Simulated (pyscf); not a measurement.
PySCF, gas phase, ωB97X-D3(BJ)/def2-SVP geometries.

Q: PBE/def2-TZVP puts the barrier of H₃C–SiH(CH₃)–CH₃ + H• -> H₃C–Si•(CH₃)–CH₃ + H₂ (hydrogen abstraction; doublet surface; H–Si broken, H–H formed) at -0.03 eV and the reaction energy at -0.54 eV, from the separated reactants. What do r²SCAN/def2-TZVP, M06-2X/def2-TZVP, ωB97M-D3(BJ)/def2-TZVP give on the same structures?

A: r²SCAN: ΔE‡ = -0.07 eV, ΔE = -0.58 eV; M06-2X: ΔE‡ = 0.21 eV, ΔE = -0.53 eV; ωB97M-D3(BJ): ΔE‡ = 0.19 eV, ΔE = -0.37 eV. PBE's barrier lies among them. Its reaction energy lies among theirs. At PBE, r²SCAN this geometry lies under the reactants; that is no barrier but a single point on another level's saddle; such a level's own saddle, if it has one, lies nearer that side and is low. This is the saddle that the search found; another between the same sides may lie lower. The angle at the transferred H is 180°.
